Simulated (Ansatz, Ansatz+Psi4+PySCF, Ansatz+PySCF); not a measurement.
| atom | x (Å) | y (Å) | z (Å) |
| --- | --- | --- | --- |
| C | 0.0000 | -0.0088 | -1.0967 |
| C | 0.0000 | 0.1776 | 0.1927 |
| C | 0.0000 | 0.0208 | 1.5186 |
| N | 0.0000 | -0.0514 | 2.6920 |
| H | 0.0000 | -0.9638 | -1.5108 |
| H | 0.0000 | 0.8255 | -1.7957 |

Basis set: cc-pVTZ (spherical functions). Frozen core: 4 orbitals. Correlation on ROHF uses semicanonical orbitals with singles. Charge 0, multiplicity 2.

Computed with Ansatz (development build ahead of 0.2.0); each method stands on the lowest determinant of its kind that the runs found.

Task: Give the atomization energy at this shape (free ground-state atoms in the same class of orbitals less the molecule, no zero-point energy) of doublet C3H2N by ROHF-MP2, UHF-MP2.

Result:

```tsv
method	atomization energy
ROHF-MP2	646.55 kcal/mol
UHF-MP2	619.42 kcal/mol
```

Caution: forces differ strongly between restricted and unrestricted references. Caution for ROHF-MP2: an unrestricted determinant lies well below. Caution for UHF-MP2: the unrestricted determinant is spin contaminated.
